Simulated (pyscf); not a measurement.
This saddle point was located with ωB97X-D3(BJ)/def2-SVP in PySCF.

```
Si
H 1 1.4862
H 1 1.4862 2 111.90
H 1 1.5884 2 110.87 3 124.77
H 4 1.1832 2 147.16 1 -175.18
C 1 1.9307 2 108.05 3 -118.98
F 6 1.3469 1 111.56 2 178.97
F 6 1.3470 7 107.33 1 -122.15
F 6 1.3471 7 107.21 8 -114.96
```
Charge 0, spin multiplicity 2.

Surface: doublet, charge 0. Lowest wavenumbers (cm⁻¹): 1106i, 93, 146, 212, 244.

**Question.** What reaction is this the transition state of?

**Answer.** F–C(F)(F)–SiH₂• + hydrogen (H₂) ⇌ F–C(F)(F)–SiH₃ + H atom (H•), a hydrogen abstraction read from left to right: H–H broken and H–Si formed. At ωB97M-D3(BJ)/def2-TZVP it lies +15.8 kcal/mol from the left side and +5.6 kcal/mol from the right (each side as separated species at their lowest minima found). This is the saddle that the search found; another between the same sides may lie lower. The angle at the transferred H is 177°.
